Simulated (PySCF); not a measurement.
A made-up structure of CH$_{2}$MgSi, closed shell:

C1  (0.668, 0.643, 0.173)
Si2  (-0.550, -0.609, -0.129)
Mg3  (0.918, -1.641, 0.756)
H4  (-1.823, -0.462, -0.742)
H5  (0.534, 1.659, -0.097)
(Å)

It is relaxed with PBE-D4/def2-SVP and then PBE0-D4/def2-TZVP (PySCF 2.14 with density fitting (its default auxiliary sets; JK sets also for MP2 and CCSD(T))). Atoms count as bonded within 1.22 times the sum of their covalent radii (H–H: 0.88 Å). The end point is not checked to be a true minimum.

Q: Does its bonding change? (Judge from chemistry; the calculation decides.)

A: The calculation gives: No: no bond forms or breaks.

Where it ends: The first stage lowers the energy by 1.82 eV in 10 steps. It ends as CH₂MgSi ([CH]1[Mg][SiH]1):
| atom | x (Å) | y (Å) | z (Å) |
| --- | --- | --- | --- |
| C1 | 0.5472 | 0.4839 | 0.1241 |
| Si2 | -0.6711 | -0.7723 | -0.1635 |
| Mg3 | 1.4283 | -1.1502 | 0.8709 |
| H4 | -2.0052 | -0.4954 | -0.8283 |
| H5 | 0.4907 | 1.5432 | -0.1259 |

Labels in which every atom is bracketed show which atoms are joined, not bond orders.

For scale, one of the runs: PBE0-D4/def2-TZVP relaxation, 112 basis functions, launched by `OMP_NUM_THREADS=2 python run.py`. The run took 46 s on 2 CPU threads of a Oxide Virtual Turin-like (shared host), with 1.1 GiB of host memory at its peak.
